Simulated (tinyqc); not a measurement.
Inside a calculation. Method: Pariser-Parr-Pople SCF with singles CI, for the molecule c1cc[cH-]c1 (SMILES; centres numbered as the heavy atoms are written). Computed by tinyqc, a small Python program that keeps every step. Settings: charge = -1, gamma = Ohno, start = huckel, damping = 0.3, iteration cap = 52, excitations kept = 9. Command: `OMP_NUM_THREADS=1 python tinyqc.py 31962 31963 out.jsonl` (the two numbers bound the seeds that draw the settings). One thread of a shared host (Intel(R) Xeon(R) Processor @ 2.60GHz), about 0.01 s of CPU time with the checks. Later iterations appear only in the table of the cycle.

## PPP integrals

Centres (angstrom, eV; a flat drawing with bonds scaled to 1.40 angstrom):
```
centre,x,y,core charge z,W,gamma_rr
1C,1.191000,0.000000,1,10.310000,12.260000
2C,0.368000,1.133000,1,10.310000,12.260000
3C,-0.963000,0.700000,1,10.310000,12.260000
4C,-0.963000,-0.700000,1,10.310000,12.260000
5C,0.368000,-1.133000,1,10.310000,12.260000
```

Resonance integrals (eV):
```
i,j,beta
1,2,-2.390000
2,3,-2.390000
3,4,-2.390000
4,5,-2.390000
5,1,-2.390000
```

Ohno: gamma = 14.399645/sqrt(R^2 + a^2), a = 2 x 14.399645/(gamma_rr + gamma_ss); H_rr = -W_r - sum_(s != r) z_s gamma_rs; H_rs = beta for bonds.

repulsion gamma_rs (eV), lower triangle:
```
,1C,2C,3C,4C,5C
1C,12.260000
2C,7.878521,12.260000
3C,5.644004,7.880843,12.260000
4C,5.644004,5.643253,7.879722,12.260000
5C,7.878521,5.641821,5.643253,7.880843,12.260000
```

core matrix H (eV), lower triangle:
```
,1C,2C,3C,4C,5C
1C,-37.355050
2C,-2.390000,-37.354437
3C,0.000000,-2.390000,-37.357821
4C,0.000000,0.000000,-2.390000,-37.357821
5C,-2.390000,0.000000,0.000000,-2.390000,-37.354437
```

## Starting guess

pi electrons, sum of z_r less the charge = 6

Orbitals of the Hueckel matrix of the beta values.

P at the start, lower triangle:
```
,1C,2C,3C,4C,5C
1C,1.200000
2C,0.647214,1.200000
3C,-0.247214,0.647214,1.200000
4C,-0.247214,-0.247214,0.647214,1.200000
5C,0.647214,-0.247214,-0.247214,0.647214,1.200000
```

## Iteration 1: Fock matrix

F_rr = H_rr + P_rr gamma_rr / 2 + sum_(s != r) P_ss gamma_rs; F_rs = H_rs - P_rs gamma_rs / 2; E = tr P (H + F) / 2 + core repulsion sum_(r<s) z_r z_s gamma_rs.

F (eV), lower triangle:
```
,1C,2C,3C,4C,5C
1C,2.455010
2C,-4.939543,2.454887
3C,0.697637,-4.940294,2.455564
4C,0.697637,0.697544,-4.939931,2.455564
5C,-4.939543,0.697367,0.697544,-4.940294,2.454887
```

pi energy = -61.669746 eV

## Iteration 1: orbitals and new P

Diagonalise F (the basis is taken as orthonormal) and form P = 2 sum c c over the lowest orbitals; 0.3 of the old P is kept.

orbital energies (eV): -6.029567  -1.726818  -1.726202  10.878667  10.879834

P after iteration 1, lower triangle:
```
,1C,2C,3C,4C,5C
1C,1.200020
2C,0.647201,1.200010
3C,-0.247238,0.647233,1.199980
4C,-0.247238,-0.247191,0.647200,1.199980
5C,0.647201,-0.247210,-0.247191,0.647233,1.200010
```

## Iteration 2: Fock matrix

As before.

F (eV), lower triangle:
```
,1C,2C,3C,4C,5C
1C,2.455063
2C,-4.939495,2.454893
3C,0.697705,-4.940369,2.455532
4C,0.697705,0.697482,-4.939878,2.455532
5C,-4.939495,0.697357,0.697482,-4.940369,2.454893
```

pi energy = -61.669746 eV

## Iteration 2: orbitals and new P

As before.

orbital energies (eV): -6.029567  -1.726842  -1.726178  10.878713  10.879787

P after iteration 2, lower triangle:
```
,1C,2C,3C,4C,5C
1C,1.200030
2C,0.647195,1.200012
3C,-0.247251,0.647245,1.199973
4C,-0.247251,-0.247181,0.647189,1.199973
5C,0.647195,-0.247204,-0.247181,0.647245,1.200012
```

## Iteration 3: Fock matrix

As before.

F (eV), lower triangle:
```
,1C,2C,3C,4C,5C
1C,2.455079
2C,-4.939468,2.454900
3C,0.697742,-4.940417,2.455517
4C,0.697742,0.697453,-4.939835,2.455517
5C,-4.939468,0.697341,0.697453,-4.940417,2.454900
```

pi energy = -61.669746 eV

## Iteration 3: orbitals and new P

As before.

orbital energies (eV): -6.029567  -1.726857  -1.726163  10.878732  10.879768

P after iteration 3, lower triangle:
```
,1C,2C,3C,4C,5C
1C,1.200037
2C,0.647191,1.200011
3C,-0.247258,0.647252,1.199970
4C,-0.247258,-0.247176,0.647181,1.199970
5C,0.647191,-0.247200,-0.247176,0.647252,1.200011
```

## Convergence

Stop when output and input P, before any damping, agree to 1e-7.

Course of the cycle:
```
iteration,E (eV),largest |P(out) - P(in)|
1,-61.66974621,3.42e-05
2,-61.66974626,1.88e-05
3,-61.66974629,1.13e-05
4,-61.66974630,8.02e-06
5,-61.66974630,5.59e-06
6,-61.66974630,3.87e-06
7,-61.66974630,2.66e-06
8,-61.66974630,1.83e-06
9,-61.66974630,1.26e-06
10,-61.66974630,8.68e-07
11,-61.66974630,5.98e-07
12,-61.66974630,4.18e-07
13,-61.66974630,2.95e-07
14,-61.66974630,2.07e-07
15,-61.66974630,1.45e-07
16,-61.66974630,1.02e-07
17,-61.66974630,7.11e-08
```

Converged in 17 iterations.

## Converged orbitals

Charges are z - P_rr.

orbital energies (eV): -6.029567  -1.726886  -1.726133  10.878746  10.879754

coefficients:
```
,MO1,MO2,MO3,MO4,MO5
1C,0.447151,0.000000,0.632520,0.632435,0.000000
2C,0.447224,0.601496,0.195433,-0.511660,-0.371755
3C,0.447234,0.371755,-0.511630,0.195490,0.601496
4C,0.447234,-0.371755,-0.511630,0.195490,-0.601496
5C,0.447224,-0.601496,0.195433,-0.511660,0.371755
```

pi charges: 1C -0.200051, 2C -0.200003, 3C -0.199971, 4C -0.199971, 5C -0.200003

## Singles CI, singlets

Over the 6 single excitations with the smallest orbital gaps: A = (e_a - e_i) delta + 2 (ia|jb) - (ij|ab), with (pq|rs) = sum c_mp c_mq gamma_mn c_nr c_ns. f = 2/3 w |mu|^2 in atomic units, mu = sqrt2 sum c_ia sum_m c_mi c_ma R_m.

singlet CI matrix (eV), lower triangle:
```
,3>4,2>4,3>5,2>5,1>4,1>5
3>4,6.943436
2>4,0.000000,6.944476
3>5,0.000000,1.000527,6.944078
2>5,-0.999790,0.000000,0.000000,6.943955
1>4,-0.282282,0.000000,0.000000,-0.283492,10.246874
1>5,0.000000,-0.283690,0.283417,0.000000,0.000000,10.246896
```

singlet excitation energies (eV): 5.906700  5.907026  7.943486  7.944803  10.283753  10.283946

oscillator strengths: 0.000000  0.000000  0.985342  0.986163  0.000000  0.000000

## Singles CI, triplets

Over the 6 single excitations with the smallest orbital gaps: A = (e_a - e_i) delta - (ij|ab), with (pq|rs) = sum c_mp c_mq gamma_mn c_nr c_ns.

triplet CI matrix (eV), lower triangle:
```
,3>4,2>4,3>5,2>5,1>4,1>5
3>4,4.743445
2>4,0.000000,4.744885
3>5,0.000000,0.000015,4.744750
2>5,0.000015,0.000000,0.000000,4.745231
1>4,-1.130475,0.000000,0.000000,-1.131630,9.047452
1>5,0.000000,-1.131630,1.131137,0.000000,0.000000,9.047818
```

triplet excitation energies (eV): 4.214908  4.215071  4.744324  4.744832  9.576896  9.577549
